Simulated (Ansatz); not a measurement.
## [CH$_{3}$···H···H], doublet: the ladder up to UCCSDT(Q)

Geometry: a point of a hydrogen-transfer path between rigid fragments, not a stationary point.

```xyz
6

C    -0.1297    0.0000    0.0000
H    -0.4929    1.0273    0.0000
H    -0.4929   -0.5137    0.8897
H    -0.4929   -0.5137   -0.8897
H     1.0393    0.0000    0.0000
H     1.9843    0.0000    0.0000
```

Basis cc-pVDZ; Ansatz 0.2.0. Correlated methods freeze the noble-gas cores, which leaves 9 electrons in 38 orbitals. Prefix R: restricted or restricted open-shell reference; prefix U: unrestricted. Active spaces: valence = (9e, 9o) chosen from the atoms' valence shells; pair = (3e, 3o) about the gap.

Full CI isn't at hand for all of this; UCCSDT(Q) serves as the reference, and is uncertain by about the last step of the cluster series. The frozen core follows each run's orbitals, which can shift R against U totals by a few meV.

For open shells CISD is restricted-active-space CI with the open shells as a complete middle space.

The UHF ⟨S²⟩ is 0.769, the T1 diagnostic (RCCSD) is 0.0185 and the largest doubles amplitude (RCCSD) is 0.037. The T1 diagnostic (UCCSD) is 0.0099.

```tsv
level	E − E(UCCSDT(Q)) (kJ/mol)	share of correlation (%)	wall time
RHF	546.2	0.00	–
UHF	529.1	3.13	–
RMP2	81.4	85.09	–
UMP2	83.8	84.66	–
CISD	40.3	92.63	1.1 s
RCCSD	13.4	97.55	–
UCCSD	13.0	97.63	–
RCCSD(T)	1.8	99.68	1.6 s
UCCSD(T)	1.8	99.67	1.6 s
BCCD(T)	1.8	99.68	0.9 s
RCCSDT	0.5	99.91	–
UCCSDT	0.5	99.92	–
RCCSDT(Q)	0.0	100.00	13 s
CASSCF (pair space)	490.8	10.15	–
NEVPT2 (pair space)	81.1	85.15	0.33 s
CASSCF (valence space)	316.1	42.13	–
NEVPT2 (valence space)	79.0	85.54	2.1 s
MRCISD (valence space)	13.7	97.50	–
MRCISD+Q (valence space)	0.4	99.93	4.6 s
MRCISD+Q(relaxed) (valence space)	-1.3	100.23	6 s
```

The correlation energy at UCCSDT(Q), counted from RHF, is -5.661 eV. That run took 13 s on 1 thread of Intel Xeon 6975P-C, shared host.

Times hold each run's SCF and search for its determinant on a shared host, so for small cases they say little of a method's own cost; they ran on 1 thread of Intel Xeon 6975P-C.

Natural occupations of CASSCF (valence space) about the gap: 1.984 1.978 1.978 1.977 1.000 0.022 0.021 0.021 0.020; effectively unpaired electrons, Σ n²(2−n)², 1.01.
